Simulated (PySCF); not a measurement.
These are PBE-D3(BJ)/def2-TZVP // PBE-D3(BJ)/def2-SVP in PySCF values and carry that method's errors. Isolated molecules, 0 K electronic values unless said otherwise. 

Reference species (SMILES): `[SH]` (neutral, multiplicity 2).

| Quantity | Result |
|---|---|
| dipole moment | 0.87 D |

Changed species: `[NH2]` (free radical NH2; the reference has free radical SH).

Predict the effect on the dipole moment.

the dipole moment increases by 1.05 D, to 1.92 D.
